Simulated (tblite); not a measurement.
C₅H₁₂N (charge +1).
Numbering: `[CH3:1][NH2+:2][CH:3]1[CH2:4][CH2:5][CH2:6]1` (hydrogens: H7, H8, H9 on C1; H10, H11 on N2; H12 on C3; H13, H14 on C4; H15, H16 on C5; H17, H18 on C6)

Computed with GFN2-xTB (tblite), gas phase: nudged elastic band of 9 images (0 to 8), spring 0.2 eV/Å², climbing image at the end, force threshold 0.05 eV/Å. No saddle search or frequency run followed, so the top image need not be a first-order saddle, and its height can exceed the method's true barrier by a kcal/mol or more.

The band describes a rotation about C3–N2 (sp3 carbon bound to nitrogen, ammonium nitrogen), followed by the dihedral C6–C3–N2–C1, from the optimised start (-177°) to a second optimised geometry at -58°.

**Question.** How does the energy change from image to image?

**Answer.** 
| image | dihedral (°) | E (eV) | C3–N2 (Å) | C6···C1 (Å) | largest true force (eV/Å) |
| --- | --- | --- | --- | --- | --- |
| 0 | -177 | 0.000 | 1.493 | 3.87 | 0.01 |
| 1 | -163 | 0.019 | 1.495 | 3.86 | 0.04 |
| 2 | -150 | 0.076 | 1.500 | 3.83 | 0.05 |
| 3 | -137 | 0.142 | 1.507 | 3.77 | 0.05 |
| 4 | -122 | 0.186 | 1.512 | 3.69 | 0.04 |
| 5 | -107 | 0.195 | 1.514 | 3.57 | 0.03 |
| 6 | -91 | 0.170 | 1.512 | 3.43 | 0.03 |
| 7 | -75 | 0.133 | 1.508 | 3.27 | 0.04 |
| 8 | -58 | 0.120 | 1.506 | 3.15 | 0.01 |

Barriers of this band. The top is image 5 at -107°: 0.195 eV forward and 0.075 eV back; the end lies 0.120 eV above the start. The central bond is 0.021 Å longer at the top than at the start.

**Question.** What rate follows at 298 K for crossing this barrier forward?

**Answer.** Taking the electronic barrier for the free energy of activation (no zero-point or entropy terms, transmission 1), rate = (kT/h)·exp(−ΔE/kT) ≈ 3 × 10^9 s⁻¹, whose inverse is 3 × 10^-10 s. An error of 1 kcal/mol in the barrier changes this by a factor of 5, and the method and the loose band can each miss by that much or more.

**Question.** How would the two end points share their population at 298 K, from these energies alone?

**Answer.** exp(−ΔE/kT) with ΔE = 0.120 eV gives 0.0093 for the higher one (end) against 1 for the lower, without vibrational, rotational or degeneracy terms.

**Question.** How long is the path, and how are the images spaced?

**Answer.** Cartesian distances between aligned neighbours (all atoms, Å): 0.64, 0.67, 0.69, 0.71, 0.69, 0.72, 0.74, 0.83; the sum is 5.70 Å, and the top lies 60 % of the way along.

The cost below is that of the whole band run. Rough CPU time on one thread of a shared machine: about 8 s.
